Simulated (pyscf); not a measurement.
Structures and frequencies: ωB97X-D3(BJ)/def2-SVP in PySCF.

Problem. For the elementary gas-phase step F–Ge(GeH₃)(GeH₃)–GeH₃ (SMILES [F][Ge]([GeH3])([GeH3])[GeH3]) + H₂ (SMILES [H][H]) → H₃Ge–GeH(GeH₃)–GeH₃ (SMILES [GeH3][GeH]([GeH3])[GeH3]) + HF (SMILES F) (singlet surface; F–Ge, H–H broken, Ge–H, F–H formed), what barrier and reaction energy does PBE/def2-TZVP give, measured from the separated reactants?

Solution. ΔE‡ = 38.3 kcal/mol, ΔE = +7.7 kcal/mol. ωB97M-D3(BJ)/def2-TZVP gives 43.7 kcal/mol and +6.4 kcal/mol. Zero-point energy shifts the barrier by +1.9 kcal/mol. It is a four-centre exchange, with an imaginary mode of 1106i cm⁻¹. At the saddle there is also a short Ge–H contact that neither side keeps. This is the saddle that the search found; another between the same sides may lie lower. Elements up to Kr have no core potential and no relativistic terms here.
